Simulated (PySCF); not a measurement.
# C3H3FO2 (trans-CHF=CHCOOH): the cost of one run

Programs: PySCF 2.14.0, with density-fitted response routines of our own. Each step states its level of theory. These are calculated values for one molecule in the gas phase, unless marked as measured. Atoms are numbered from 0 throughout.

**1. The molecule as given**

9 atoms, charge 0, multiplicity 1; geometry from: MMFF94s. The atoms were then displaced at random by about 0.03 Å, so the start is not that level's minimum.

Bonds of the start (Å): O0–C1 1.28, C1–O2 1.31, C1–C3 1.37, C3–C4 1.44, C4–F5 1.37, O2–H6 1.05, C3–H7 1.09, C4–H8 1.01.

**2. Geometry optimisation at PBE0-D3(BJ)/def2-SVP**

What the job is given:

```
{"job": {"xc": "PBE0", "basis": "def2-SVP", "d3": "d3bj", "grid": 1, "shake": 0.03, "kind": "geom"}, "charge": 0, "multiplicity": 1}
O      1.207520    -1.319620    -0.559620
C      0.889200    -0.185900    -0.055710
O      1.812750     0.637140     0.369860
C     -0.307000     0.428480     0.182820
C     -1.503170    -0.266680    -0.214510
F     -2.738500     0.270310     0.010360
H      2.732400     0.159290     0.191780
H     -0.418700     1.405100     0.656940
H     -1.541750    -1.197560    -0.607560
```

Run with:

```sh
OMP_NUM_THREADS=1 python probes_run.py task.json out
```

One launch serves the whole session: the jobs run in the order shown.

**Question.** How long does this first job take on 1 thread of Arm Neoverse V1, shared host, and how much memory does it need?

About 33 s, with a peak of 0.38 GiB.
